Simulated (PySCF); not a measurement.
SiCl₄, SMILES Cl[Si](Cl)(Cl)Cl.

The structure is a stationary point at ωB97X-D3(BJ)/def2-SVP. The isomer is the one that the SMILES or the coordinates give; other isomers of the formula were not compared.

Calculation: PBE/def2-TZVP in PySCF.

Gas-phase values at a fixed geometry.

```json
{
 "total_energy": "-2129.67386 hartree",
 "point_group": "Td",
 "highest_occupied_level": "-8.11 eV",
 "lowest_empty_level": "-1.70 eV",
 "orbital_gap": "6.41 eV",
 "dipole_moment": "0.00 D",
 "quadrupole, principal values (traceless, Buckingham form, about the centre of nuclear charge)": "0.00, 0.00, 0.00 D·Å",
 "mean_static_polarisability": "69.6 bohr³ (10.32 Å³)",
 "polarisability_principal_values": "69.6, 69.6, 69.6 bohr³"
}
```
